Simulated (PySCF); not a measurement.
Estimate the missing entries of this data sheet.

Compound: H3O3P.
Bonds: O1–P2 (double), P2–O3, P2–O4. Hydrogens: H5 on P2; H6 on O3; H7 on O4.

Conformer (atom-mapped SMILES and torsion angles): `[O:1]=[PH:2]([OH:3])[OH:4]`: H–O3–P2–O1 1°, H–O4–P2–O1 1°.

| property | level | value |
| --- | --- | --- |
| point group of the GFN2-xTB geometry | GFN2-xTB | ? |
| rotational constants A, B, C of the GFN2-xTB geometry | GFN2-xTB | 8.274, 7.659, 4.561 GHz |
| dipole moment | CAM-B3LYP/def2-SVPD | ? |
| HOMO energy | CAM-B3LYP/def2-SVPD | ? |
| LUMO energy | CAM-B3LYP/def2-SVPD | ? |
| lowest singlet excitation | TDDFT CAM-B3LYP/def2-SVPD | 8.15 eV (152 nm, f = 0.036) |
| strongest line among the 8 lowest singlet transitions | TDDFT CAM-B3LYP/def2-SVPD | S2 at 8.34 eV (149 nm, f = 0.040) |
| lowest triplet excitation (Tamm–Dancoff) | TDA CAM-B3LYP/def2-SVPD | ? |
| static isotropic polarisability | CAM-B3LYP/def2-SVPD | 34.2 au |
| electronic spatial extent ⟨r²⟩ about the centre of nuclear charge | CAM-B3LYP/def2-SVPD | ? |
| core binding energies | ΔSCF SCAN, pcX-2 on the ionised atom, pcseg-1 elsewhere, spin-free X2C, 2p3/2 from a spin–orbit splitting computed afterwards within the 2p shell | ? |

The electronic properties come from PySCF, for the isolated species, density fitting.

What is the lowest triplet excitation (Tamm–Dancoff)?

7.91 eV.

What is the dipole moment?

0.99 D.

Give the electronic spatial extent ⟨r²⟩ about the centre of nuclear charge.

299 bohr².

The LUMO energy?

0.90 eV.

What are the core binding energies?

P2p3/2 140.0 (P2), O1s 537.4 (O1), O1s 540.0 (O3/O4), P1s 2154.2 (P2) eV.

The point group of the GFN2-xTB geometry?

Cs.

Give the HOMO energy.

-10.53 eV.

The vertical singlet–triplet gap S1 − T1 is 0.24 eV (TDDFT singlet less Tamm–Dancoff triplet; S1: HOMO→LUMO, weight 0.94; T1: HOMO→LUMO, weight 0.86). No computed singlet falls in the visible range (750 to 380 nm, 1.65 to 3.26 eV); S1 lies 4.89 eV above its blue end. The largest Löwdin shares of the HOMO are 0.69 on O1, 0.11 on O4, 0.10 on O3 and 0.08 on P2. The polarisability is 5.07 Å³ as a volume (1 au = 0.148185 Å³), or 0.81 au for each of the 42 electrons. With B = h/(8π²I), that is 505.379 GHz u Å² over I, the principal moments of inertia are 61.1, 66.0 and 110.8 u Å² (most abundant isotopes). The rotational constants make it an asymmetric top with κ = (2B − A − C)/(A − C) = 0.67, nearer the oblate limit (+1).

For the core-ionisation job (SCAN ΔSCF), time: 11 s. Hardware: one thread, Arm Neoverse V1 (shared host).

One conformer stands for the species.
